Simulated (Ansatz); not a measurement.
Saddle point of CH2Cl2, closed shell (CCl₂ + H₂ → CH₂Cl₂ ([Cl][CH2][Cl]); bonds formed: C1–H4, C1–H5; bonds broken: H4–H5), PBE0-D4/def2-TZVP structure:

```
atom    x (Å)    y (Å)    z (Å)
  C1   0.3674  -0.3935   0.1789
 Cl2  -0.1991   0.1212   1.7315
 Cl3  -0.7628  -1.4585  -0.5859
  H4   0.6593   0.6237  -0.5855
  H5  -0.0648   1.1072  -0.7390
```

Energies are electronic, without zero-point energy. Barriers and step energies count from the start structure reached by relaxing down the imaginary mode; all methods use the PBE0-D4 structures, on which another method's saddle can fall below an end. Ansatz 0.2.0; basis: def2-TZVPP, with def2-QZVPP for the basis limit; cores frozen in the correlated methods. B3LYP uses VWN-RPA correlation. Extrapolation: Hartree–Fock as exp(−7.88 √X), correlation as X^−2.97.

```tsv
method	barrier (kcal/mol)	step energy (kcal/mol)
SPW92	2.26	-90.99
PBE-D4	10.40	-81.41
BLYP-D4	14.46	-76.50
r2SCAN-D4	11.53	-83.97
B97M-V	13.36	-81.69
PBE0-D4	?	-88.03
B3LYP-D4	15.27	-82.83
r2SCAN0-D4	13.01	-88.91
BHLYP-D4	?	-88.79
CAM-B3LYP-D4	15.86	-87.47
wB97X-V	16.92	-87.49
wB97M-V	17.10	-84.86
B2PLYP	17.24	-84.22
PBE-QIDH	14.84	-91.14
RPA on PBE	?	-78.69
HF	28.21	-86.32
MP2	16.75	-89.35
CCSD	18.62	-86.14
CCSD(T)	17.71	-83.82
```

Fill in the withheld barriers. (To be estimated.)

The calculation gives: BHLYP-D4 17.82; RPA on PBE 20.27; PBE0-D4 11.98 kcal/mol. Each is the energy of the saddle less that of the start structure, by the same method.

For comparison, the barrier by CCSD(T) at an estimated basis limit (MP2 extrapolated from triple and quadruple zeta, plus CCSD(T) − MP2 in triple zeta) is 16.44 kcal/mol.

The T1 diagnostic stays at or below 0.020. The restricted Hartree–Fock reference is unstable towards an unrestricted one at one or more of these structures.

Labels in which every atom is bracketed show which atoms are joined, not bond orders.

For scale, one of the runs: CCSD(T)/def2-TZVPP, 143 basis functions, launched by `ansatz run in.yaml --threads 2 --pin off --events-out ev --progress --plain --max-ram 4352MiB`. Hardware: 2 CPU threads of an Arm Neoverse N1, shared host. Wall time 21 s; peak host memory 0.78 GiB.
